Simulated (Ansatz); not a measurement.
**BH− (quartet): from Hartree-Fock to the top rungs at distance B1–H2 = 4.202 Å, aug-cc-pVDZ**

Aim: climb from Hartree-Fock through coupled cluster and multireference methods for BH− (quartet) at one geometry and basis, and see what each rung misses.

Program: Ansatz 0.2.0, Gaussian basis. Level of theory: aug-cc-pVDZ, core rule «outside noble gas», up to 1 orbitals frozen. These are calculated values, not measurements.

Plan: UHF; CCSD(T) on ROHF; CCSD(T) on UHF; BCCD(T) on ROHF; CISD; CCSDT(Q) on ROHF; CCSDT(Q) on UHF; CASSCF and MRCISD+Q, 5 electrons in 5 orbitals; CASSCF and MRCISD+Q(relaxed), 5 electrons in 5 orbitals; CASSCF and NEVPT2, 5 electrons in 5 orbitals; Full CI.

17 further runs of the same task are left out: 11 that didn't finish, 6 set aside as unsound or not needed.

### 1 The geometry

The geometry derives from a PBE0/def2-TZVPD stationary point (not a proven minimum). One bond is set to the value named and the two fragments are kept rigid.

2 atoms, charge -1, spin multiplicity 4.

Atoms are counted from 1 here; the program's logs count them from 0.

No contacts short enough for the rule that draws bonds.

### 2 UHF

in.yaml reads:

```yaml
crystal:
  periodic: [false, false, false]
  atoms:
    - {symbol: B, position_ang: [0.000000, 0.000000, 0.000000]}
    - {symbol: H, position_ang: [0.000000, 0.000000, 4.202000]}
basis:
  gaussian: {orbitals: aug-cc-pVDZ}
total_charge: -1
magnetization: {spin_polarized: true, initial_magnetization: 3}
hamiltonian: {xc: hf}
output: {orbitals: {seedname: orbitals}}
```

Run with:

```sh
$ ansatz run in.yaml --threads 1 --pin off --events-out ev --progress --plain --max-ram 2393MiB
```

Further steps of the session: CCSD(T) on ROHF; CCSD(T) on UHF; BCCD(T) on ROHF; CISD; CCSDT(Q) on ROHF; CCSDT(Q) on UHF; CASSCF and MRCISD+Q, 5 electrons in 5 orbitals; CASSCF and MRCISD+Q(relaxed), 5 electrons in 5 orbitals; CASSCF and NEVPT2, 5 electrons in 5 orbitals; Full CI.

**Question.** What will the summary of the whole plan be? Wanted: FCI below the RHF energy; RMP2 from FCI; UMP2 from FCI; RCCSD from FCI; RCCSD(T) from FCI; UCCSD(T) from FCI; RCCSDT(Q) from FCI; UCCSDT(Q) from FCI; NEVPT2 valence from FCI.

As calculated:

| quantity | value |
| --- | --- |
| FCI below the RHF energy | -2.2252 eV |
| RMP2 from FCI | +16.23 kcal/mol |
| UMP2 from FCI | +16.09 kcal/mol |
| RCCSD from FCI | +2.38 kcal/mol |
| RCCSD(T) from FCI | +0.70 kcal/mol |
| UCCSD(T) from FCI | +0.69 kcal/mol |
| RCCSDT(Q) from FCI | +0.02 kcal/mol |
| UCCSDT(Q) from FCI | +0.01 kcal/mol |
| NEVPT2 valence from FCI | +13.71 kcal/mol |
| MRCISD+Q valence from FCI | -0.60 kcal/mol |
| MRCISD+Q(relaxed) valence from FCI | -0.73 kcal/mol |
| levels within 1 kcal/mol (43 meV) | RCCSD(T), UCCSD(T), BCCD(T), RCCSDT, UCCSDT, RCCSDT(Q), UCCSDT(Q), MRCISD+Q valence, MRCISD+Q(relaxed) valence |
| T1 diagnostic | 0.024 |
| effectively unpaired electrons | 3.07 |

In words: RCCSD(T) lands +0.70 kcal/mol from the yardstick (1.4 % of the correlation energy). MRCISD+Q valence, MRCISD+Q(relaxed) valence fall below full CI: the +Q correction isn't variational, and the cores differ from full CI's. One determinant dominates. Of the multireference levels listed MRCISD+Q valence comes nearest in total energy (-0.60 kcal/mol), which doesn't show that its space is the better one. These misses are within one basis, not against nature; the frozen cores of restricted and unrestricted runs differ, which can shift their rows.
